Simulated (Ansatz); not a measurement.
A substitution series on C: CH3 to NH2

On one C centre that keeps H, n of the CH3 ligands are replaced by NH2. The atomisation energy (no zero-point term) y in kJ/mol at CCSD(T)/CBS estimate. Shapes: PBE0-D4/def2-TZVP. Flexible molecules stand in one conformer, not always the lowest. Programs: Ansatz 0.2.0.

```
molecule  n  y (kJ/mol)
   C4H10  0        5451
   C3H9N  1        4921
  C2H8N2  2           ?
   CH7N3  3        3877
```

Fit y = c + s·n to the known rows and predict C2H8N2.


1. Means of the 3 rows: n = 1.33333, y = 4749.7.
2. Σ(Δn)² = 4.6667, Σ(Δn·Δy) = -2446.7, so the slope is -2446.7/4.6667 = -524.29.
3. Intercept: 4749.7 − (-524.29) × 1.33333 = 5448.8. The largest residual of the fit is 3.5.
4. C2H8N2: 5448.8 + (-524.29) × 2 = 4400 kJ/mol.

The run gave 4397 kJ/mol, so the prediction is off by +3 kJ/mol, within the largest residual. The steps are nearly additive. The slope is the difference between a C–NH2 and a C–CH3 bond with the ligands’ own bonds. Other levels give for C2H8N2: BHLYP-D4/def2-TZVPP 4279; CCSD/def2-TZVPP 4215 kJ/mol. The CBS estimate extrapolates MP2 from def2-TZVPP and def2-QZVPP and adds CCSD(T) − MP2 in the triple-zeta set, cores frozen.
